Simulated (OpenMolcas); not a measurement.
# PH3 (phosphine): CCSD(T)/6-31G

What is the vertical singlet–triplet gap of PH3 (phosphine) at CCSD(T)/6-31G? 

The results are computed with OpenMolcas 26.06.

2 further runs of the same task are left out: 2 set aside as unsound or not needed.

## 1. The molecule

The species is PH3 (4 atoms), meant as a singlet with charge 0. SMILES: `P`. The shape is that of a PBE0-D4/def2-TZVP optimisation.

Bond lengths: P1–H2 1.420 Å, P1–H3 1.420 Å, P1–H4 1.420 Å. Angles: H2–P1–H3 93.1°, H2–P1–H4 93.1°, H3–P1–H4 93.1°.

## 2. A single-point energy at CCSD(T)/6-31G

File job.input:

```
>>> EXPORT MOLCAS_PRINT=2
&GATEWAY
BasLib=$CurrDir
Coord
4
angstrom
P        0.346000      -0.326500      -0.332800
H        0.630900      -0.034000       1.027000
H       -1.005500      -0.663000      -0.057200
H        0.028700       1.023500      -0.636900
Basis=6-31G
Group=NoSym
&SEWARD
&SCF
PrOrbitals=0
&RASSCF
FileOrb=$Project.ScfOrb
Spin=1
Nactel=0 0 0
Inactive=9
Ras2=0
OutOrbitals=Canonical
OrbListing=Nothing
&MOTRA
JobIph
Frozen=5
&CCSDT
CCT
Triples=2
Iterations=50
Extrapolation=5 4
```

The basis set 6-31G is read from a file made from the Basis Set Exchange's data (not shown).

Run with:

```bash
$ export MOLCAS_MEM=1860
$ pymolcas job.input > job.log
```

The log of the run:

```text
--- Start Module: gateway ---
[...]
--- Stop Module: gateway /rc=_RC_ALL_IS_WELL_ ---
[...]
      Basis functions           19
[...]
       Convergence after   9 Iterations
[...]
::    Total SCF energy                               -342.3957142912
[...]
      Total spin, S                                     0.0000000000
[...]
      Number of active orbitals                  0
[...]
      Spin quantum number                      0.0
[...]
      Active orbitals                            0
[...]
      Number of CSFs                             1
[...]
      Number of root(s) required                 1
[...]
      Convergence after  4 iterations
[...]
      Natural orbitals and occupation numbers for root  1
      ************************************************************************************************************************
      *                                                    Final results                                                     *
      ************************************************************************************************************************
[...]
::    RASSCF root number  1 Total energy:   -342.39571429
[...]
      Total electronic charge=   18.000000
      Total            charge=   -0.000000
[...]
      Dipole Moment (debye):
      Origin of the operator (angstrom)=    0.3050   -0.2878   -0.2933
                   X= -7.2747E-01               Y=  6.8665E-01               Z=  6.9953E-01           Total=  1.2207E+00
      Quadrupole Moment (debye*angstrom):
[...]
--- Start Module: motra ---
[...]
      *** WARNING: Default frozen orbitals is overwritten by user input.
      *** Default values:   5
[...]
--- Stop Module: motra /rc=_RC_ALL_IS_WELL_ ---
--- Start Module: ccsdt ---
[...]
      Convergence after                    10  Iterations
      Total energy (diff) :    -342.48067541       0.00000008
[...]
 METHOD                       : CCSD+T(CCSD)+<T3(1)WT1> = CCSD(T)
[...]
       CCSD     =      -342.4806754139265
[...]
--- Stop Module: ccsdt /rc=_RC_ALL_IS_WELL_ ---
[...]
```

Wall time 2.1 s (1 thread of Arm Neoverse V1, shared host); peak memory 0.37 GiB.

## 3. The triplet

File job.inp:

```
* H3P CCSD(T)
&GATEWAY
BasLib = $CurrDir
Coord
4
angstrom
P        0.346000      -0.326500      -0.332800
H        0.630900      -0.034000       1.027000
H       -1.005500      -0.663000      -0.057200
H        0.028700       1.023500      -0.636900
Basis = 6-31G
Group = NoSym
&SEWARD
&SCF
UHF
Spin = 3
PrOrbitals = 0
&RASSCF
FileOrb = $Project.UnaOrb
Spin = 3
Nactel = 2 0 0
Inactive = 8
Ras2 = 2
OutOrbitals = Canonical
OrbListing = Nothing
&MOTRA
JobIph
Frozen = 5
&CCSDT
CCT
Triples = 3
Iterations = 50
Extrapolation = 5 4
```

The basis set 6-31G is read from a file made from the Basis Set Exchange's data (not shown).

Run with:

```bash
$ export MOLCAS_MEM=1860
$ pymolcas job.inp > job.log
```

The log of the run:

```text
--- Start Module: gateway ---
[...]
--- Stop Module: gateway /rc=_RC_ALL_IS_WELL_ ---
[...]
      Basis functions           19
[...]
       Convergence after  29 Iterations
[...]
::    Total SCF energy                               -342.1668150781
[...]
      Total spin, S                                     1.0035405585
[...]
      Number of active orbitals                  2
[...]
      Spin quantum number                      1.0
[...]
      Active orbitals                            2
[...]
      Number of CSFs                             1
[...]
      Number of root(s) required                 1
[...]
      Convergence after 15 iterations
[...]
      printout of CI-coefficients larger than  0.05 for root  1
      energy=    -342.164187
      conf/sym  11     Coeff  Weight
             1  uu   1.00000 1.00000
      Natural orbitals and occupation numbers for root  1
      sym 1:   1.000000   1.000000
      ************************************************************************************************************************
      *                                                    Final results                                                     *
[...]
::    RASSCF root number  1 Total energy:   -342.16418701
[...]
      Total electronic charge=   18.000000
      Total            charge=   -0.000000
[...]
      Dipole Moment (debye):
      Origin of the operator (angstrom)=    0.3050   -0.2878   -0.2933
                   X= -1.5753E-01               Y= -8.2151E-02               Z= -5.1763E-01           Total=  5.4727E-01
      Quadrupole Moment (debye*angstrom):
[...]
--- Start Module: motra ---
[...]
      *** WARNING: Default frozen orbitals is overwritten by user input.
      *** Default values:   5
[...]
--- Stop Module: motra /rc=_RC_ALL_IS_WELL_ ---
--- Start Module: ccsdt ---
[...]
      Convergence after                    16  Iterations
      Total energy (diff) :    -342.24031077       0.00000002
[...]
 METHOD                       : CCSD+T(CCSD)+<T3(1)WT1>+<T3(1)UT2> = CCSD(T)
[...]
       CCSD     =      -342.2403107699902
[...]
--- Stop Module: ccsdt /rc=_RC_ALL_IS_WELL_ ---
[...]
```

It took 3 s on 1 thread of Arm Neoverse V1, shared host; peak memory 0.37 GiB.

## 4. Outcome

Level: CCSD(T)/6-31G, 5 core orbitals frozen.

| quantity | value |
| --- | --- |
| singlet: total energy | -342.48145 Eh |
| singlet: dipole moment (mean-field density) | 1.22 D |
| singlet: HOMO energy (Hartree–Fock orbitals) | -10.53 eV |
| singlet: LUMO energy (Hartree–Fock orbitals) | 4.57 eV |
| singlet: HOMO–LUMO gap (Hartree–Fock orbitals) | 15.10 eV |
| singlet: correlation energy (5 core orbitals frozen) | -85.7 mEh |
| singlet: (T) correction | -0.77 mEh |
| triplet: total energy | -342.24134 Eh |
| triplet: (T) correction | -1.03 mEh |
| vertical energy of the triplet above the singlet | 6.534 eV |

In words: At this shape the triplet lies 6.53 eV (151 kcal/mol) above the singlet. The triples (singlet) make up 0.9 % of the correlation energy.
